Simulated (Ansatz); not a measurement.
# How far each method lies from UCCSDT(Q) for Si–AsH₂, quartet

Geometry: displaced at random from a stationary point.

```yaml
atoms:
  - { symbol: Si, position_ang: [0.1571, -0.0050, 1.7690] }
  - { symbol: As, position_ang: [-0.0876, 0.0034, -0.6390] }
  - { symbol: H, position_ang: [1.0235, 1.0651, -0.9054] }
  - { symbol: H, position_ang: [1.1066, -1.1784, -0.8872] }
```

Basis cc-pVDZ; Ansatz 0.2.0. Correlated methods freeze the noble-gas cores and the filled d shells of p-block atoms, which leaves 11 electrons in 36 orbitals. R marks a restricted (for open shells ROHF) determinant, U an unrestricted one. Active spaces: valence = (11e, 10o) chosen from the atoms' valence shells. No spin–orbit coupling is included, and no scalar relativity.

Full CI isn't at hand for all of this; UCCSDT(Q) serves as the reference, and is uncertain by the last step of the cluster series or more. The frozen core follows each run's orbitals, which can shift R against U totals by a few meV for light atoms and by up to 0.1 eV past Ca.

The UHF ⟨S²⟩ is 3.771. The T1 diagnostic (RCCSD) is 0.0396 and the largest doubles amplitude (RCCSD) is 0.062. The T1 diagnostic (UCCSD) is 0.0286.

| level | E − E(UCCSDT(Q)) (mEh) | wall time |
| --- | --- | --- |
| UHF | 206.97 | – |
| UMP2 | 46.43 | – |
| UCCSD | 8.47 | – |
| UCCSD(T) | 1.75 | 6 s |
| UCCSDT | 0.43 | – |

Run but not shown, since their state, orbitals or frozen core can't be matched to the reference's or they repeat it: RHF, RMP2, CISD, RCCSD, RCCSD(T), BCCD(T), RCCSDT, RCCSDT(Q), CASSCF (valence space), NEVPT2 (valence space), MRCISD (valence space), MRCISD+Q (valence space).

Times hold each run's SCF and search for its determinant on a shared host, so for small cases they say little of a method's own cost; they ran on 1 thread of Arm Neoverse V1. Some runs computed forces too.

Natural occupations of CASSCF (valence space) about the gap: 1.964 1.951 1.003 1.000 1.000 0.052 0.040 0.030; effectively unpaired electrons, Σ n²(2−n)², 3.04.
